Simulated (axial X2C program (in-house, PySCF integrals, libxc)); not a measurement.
# Excited states of SiN⁻ by EOM-EE-CCSD

Computed with an axial X2C code built on PySCF integrals: two-component X2C with atomic mean-field Coulomb and Gaunt terms, Gaussian nuclei, basis Si dyall-av3z, N dyall-av3z with contracted cores.

R = 1.589 Å (near the PBE0 minimum at charge -1 of the determinant lowest at the starting distance; the state shown can have its own minimum elsewhere).

Hartree–Fock spinors of SiN⁻ (one of each Kramers pair; a window near the gap, which can cut inner shells):

```json
{"ω": "1/2", "occupied": "yes", "ε (eV)": "-20.92", "character": "60% N s, 13% Si s, 13% Si p"}
{"ω": "1/2", "occupied": "yes", "ε (eV)": "-8.11", "character": "45% N p, 33% Si s, 9% N s"}
{"ω": "1/2", "occupied": "yes", "ε (eV)": "-4.11", "character": "39% N p, 30% Si p, 21% Si s"}
{"ω": "1/2", "occupied": "yes", "ε (eV)": "-3.32", "character": "61% N p, 30% Si p, 4% Si d"}
{"ω": "3/2", "occupied": "yes", "ε (eV)": "-3.32", "character": "62% N p, 29% Si p, 4% Si d"}
{"ω": "1/2", "occupied": "no", "ε (eV)": "3.86", "character": "85% Si p, 14% Si s"}
{"ω": "3/2", "occupied": "no", "ε (eV)": "3.86", "character": "96% Si p, 2% Si d"}
{"ω": "1/2", "occupied": "no", "ε (eV)": "3.86", "character": "96% Si p, 2% Si d"}
{"ω": "1/2", "occupied": "no", "ε (eV)": "4.44", "character": "71% Si s, 13% Si p, 10% N p"}
{"ω": "1/2", "occupied": "no", "ε (eV)": "6.62", "character": "75% N p, 12% Si d, 9% Si s"}
{"ω": "1/2", "occupied": "no", "ε (eV)": "6.79", "character": "62% N p, 20% Si d, 14% Si p"}
```

Vertical excitation energies from the closed-shell determinant state of SiN⁻:

| Ω | excitation (eV) | cm⁻¹ | hole of the leading pair | particle of the leading pair | weight of the pair (for Ω = 0 its time-reversed partner can hold as much again) | singles weight |
| --- | --- | --- | --- | --- | --- | --- |
| 1 | 2.666 | 21506 | 62% N pπ, 29% Si pπ | 48% Si pπ, 27% N pπ, 15% Si dπ | 0.48 | 0.95 |
| 0⁻ | 2.667 | 21507 | 62% N pπ, 29% Si pπ | 48% Si pπ, 27% N pπ, 15% Si dπ | 0.23 | 0.95 |
| 0⁻ | 3.059 | 24675 | 49% N pσ, 24% Si pσ, 14% Si sσ | 52% Si pπ, 21% Si dπ, 20% N pπ | 0.46 | 0.93 |
| 0⁺ | 3.059 | 24675 | 49% N pσ, 24% Si pσ, 14% Si sσ | 52% Si pπ, 21% Si dπ, 20% N pπ | 0.46 | 0.93 |
| 1 | 3.063 | 24701 | 49% N pσ, 24% Si pσ, 14% Si sσ | 53% Si pπ, 21% Si dπ, 20% N pπ | 0.46 | 0.93 |
| 2 | 3.066 | 24728 | 49% N pσ, 24% Si pσ, 14% Si sσ | 53% Si pπ, 21% Si dπ, 20% N pπ | 0.92 | 0.93 |
| 3 | 3.263 | 26321 | 62% N pπ, 29% Si pπ | 53% Si pπ, 22% N pπ, 17% Si dπ | 0.93 | 0.93 |
| 2 | 3.265 | 26331 | 62% N pπ, 29% Si pπ | 53% Si pπ, 22% N pπ, 17% Si dπ | 0.48 | 0.93 |
| 1 | 3.266 | 26343 | 61% N pπ, 30% Si pπ | 53% Si pπ, 22% N pπ, 17% Si dπ | 0.93 | 0.93 |

This point took 42 s on 1 thread of Intel(R) Xeon(R) Processor @ 2.30GHz, on a shared host.

Reference electrons by ω block (each with its −ω partner): 1/2: 9, 3/2: 2. 10 electrons of SiN⁻ correlated (inner shells frozen), 88 natural virtual spinors (a truncated set); levels can be off by some tenths of an eV. Roots sought by Ω: (0: 5, 1: 4, 2: 3, 3: 1); rows need 60 % singles weight and stop where some Ω has no more roots. Missing are any skipped roots, higher Ω and states of a further excitation; these come out far too high here and may in truth be low or lowest. T1 of the reference 0.027 (Lee–Taylor). Some roots did not converge and are left out. The highest Hartree–Fock level of the anion lies at -3.32 eV; relaxation, partly offset by correlation, puts the detachment threshold some tenths of an eV to over one eV lower in magnitude, and states above it are held by the basis set and are not bound. Number of frozen shells: Si 2 s, 1 p; N 1 s. Large amplitudes in the reference (orbital relaxation or multireference character) lower the reliability.
